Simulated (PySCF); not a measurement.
**Telling isomers of C₅H₆O apart by NMR**

- J couplings at B3LYP/pcJ-1 (spin–dipole term left out of most H,H and C,H couplings)
- GIAO PBE0/pcSseg-1 shieldings
- geometry from PBE0-D3(BJ)/def2-SVP
- program: PySCF
- averaged over atoms made equivalent by symmetry, fast rotation or ring inversion, no relativistic terms, one computed conformer, gas phase

δ = σ(ref) − σ, references computed at the same level: ¹H and ¹³C vs TMS. Multiplet labels drop J under 1 Hz and among equivalent protons, and merge close values. Unscaled 3J(H,H) run several per cent high. Shifts are as computed. Against solution values, carbons near 30 ppm lie about +2 ppm off and those near 130 ppm about +5 ppm. Of 1211 compounds with measured shifts, 218 miss one by over three times the rms of a fit or turn the order of signals round; such compounds aren't used in these exercises.

(1) Tabulate the signals of `C=C/C=C/C=O`, `C=CC(=O)C=C` and their relative energies.

(2) What is the quickest way to tell C=C/C=C/C=O from C=CC(=O)C=C?

Results:

(1) 
```tsv
SMILES	carbon types	δC	δH	E rel. (kcal/mol)
C=C/C=C/C=O	4×CH 1×CH2	194.7, 158.5, 144.4, 140.0, 136.2	9.56 (d, 1H), 6.80 (m, 1H), 6.78 (m, 1H), 6.11 (m, 1H), 5.99 (m, 1H), 5.90 (m, 1H)	0.0
C=CC(=O)C=C	1×C 2×CH 2×CH2	186.4, 141.3, 141.3	7.08 (dd, 2H), 6.49 (dd, 2H), 6.11 (dd, 2H)	2.5
```

Energies are electronic energies at PBE0/pcSseg-1 on these geometries, without zero-point or thermal terms, each for the one conformer computed, which needn't be the lowest.

(2) Count the carbon signals: 5 against 3. The first has an aldehyde carbonyl carbon (CH) at 194.7 ppm, the second a ketone carbonyl carbon (C) at 186.4 ppm. In the proton spectra the most deshielded non-exchanging signals are 9.56 (d, J = 8.3 Hz, 1H) and 7.08 (dd, J = 18.1, 3.0 Hz, 2H).
